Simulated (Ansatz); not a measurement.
# BH3OSi (SMILES B1O[SiH2]1): one structure at several levels

One table from this session's results is given with a row withheld; the runs are named, their logs left out.

The runs use Ansatz 0.2.0, Gaussian basis; single points in def2-TZVPP.

Cores are frozen in the correlated methods. B3LYP uses VWN-RPA correlation.

## Starting geometry

6 atoms, charge 0, spin multiplicity 1.

Atoms are counted from 1 here; the program's logs count them from 0.

Bond lengths: B1–O2 1.294 Å, B1–Si3 1.865 Å, B1–H4 1.175 Å, O2–Si3 1.836 Å, Si3–H5 1.456 Å, Si3–H6 1.450 Å. Angles: O2–B1–Si3 68.3°, O2–B1–H4 133.9°, Si3–B1–H4 157.2°, B1–O2–Si3 70.8°, B1–Si3–O2 40.9°, B1–Si3–H5 119.8°, B1–Si3–H6 121.5°, O2–Si3–H5 103.3°, O2–Si3–H6 102.9°, H5–Si3–H6 111.2°.

Coordinates:

```xyz
6

B    -0.89420   -0.51840   -0.40800
O     0.15720   -1.13390    0.02670
Si    0.40640    0.67800    0.18840
H    -1.95280   -0.87340   -0.77490
H     1.58770    0.92810   -0.62440
H     0.69670    0.84130    1.59920
```

The first run:

Contents of run/in.yaml:

```yaml
crystal:
  periodic: [false, false, false]
  atoms:
    - {symbol: B, position_ang: [-0.894200, -0.518400, -0.408000]}
    - {symbol: O, position_ang: [0.157200, -1.133900, 0.026700]}
    - {symbol: Si, position_ang: [0.406400, 0.678000, 0.188400]}
    - {symbol: H, position_ang: [-1.952800, -0.873400, -0.774900]}
    - {symbol: H, position_ang: [1.587700, 0.928100, -0.624400]}
    - {symbol: H, position_ang: [0.696700, 0.841300, 1.599200]}
basis:
  gaussian: {orbitals: def2-TZVPP}
correlation: {method: ccsd_t}
output: {forces: true}
```

No record of the launch command was kept for these runs.

Among the steps run: CCSD(T)/def2-TZVPP; PBE0-D4/def2-TZVPP; wB97M-V/def2-TZVPP; r2SCAN-D4/def2-TZVPP; PBE-D4/def2-TZVPP; HSE06-D4/def2-TZVPP; B3LYP-D4/def2-TZVPP.

One of the session's tables, all rows but one given; the rest of the session is left out.

| method | RMS force component (eV/Å) | angle to CCSD(T) forces (°) | dipole (D) |
| --- | --- | --- | --- |
| CCSD(T) | 0.752 | reference | 1.50 |
| PBE0-D4 | ? | ? | ? |
| wB97M-V | 0.624 | 12.8 | 1.62 |
| r2SCAN-D4 | 0.630 | 7.6 | 1.35 |
| PBE-D4 | 0.713 | 15.2 | 1.27 |
| HSE06-D4 | 0.588 | 15.3 | 1.48 |
| B3LYP-D4 | 0.603 | 10.0 | 1.55 |

Q: Estimate the row for PBE0-D4 from the others.

As computed: RMS force component (eV/Å): 0.587; angle to CCSD(T) forces (°): 15.4; dipole (D): 1.49. In the column «RMS force component (eV/Å)» it is the lowest.
